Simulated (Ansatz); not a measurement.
Basis-set extrapolation for `F[CH]CCF` radical (PBE0-D4/def2-TZVP geometry, frozen core, the Gaussian-basis code of Ansatz). Multiplicity 2, UHF reference.

```csv
,def2-TZVPP,def2-QZVPP
HF,-315.471202,-315.485309
MP2 correlation,-0.975733,-1.056062
CCSD(T) correlation,-1.044074,not run
```

Energies in hartree. Use E(X) = E(∞) + A·exp(−7.88·√X) for Hartree–Fock and E(X) = E(∞) + B·X^(−2.97) for correlation, with X = 3 and 4, and add CCSD(T) minus MP2 of the smaller set to the MP2 limit.

**Question.** What is the CCSD(T) energy at the basis-set limit?

**Answer.** HF limit: -315.485309 + (-0.014107) × 0.13774 = -315.48725. MP2 limit: -1.056062 + (-0.080329) × 0.74074 = -1.11556. Higher-order term: -1.044074 − (-0.975733) = -0.06834. Total: -316.67115 hartree, 409.2 kJ/mol below CCSD(T)/def2-TZVPP.
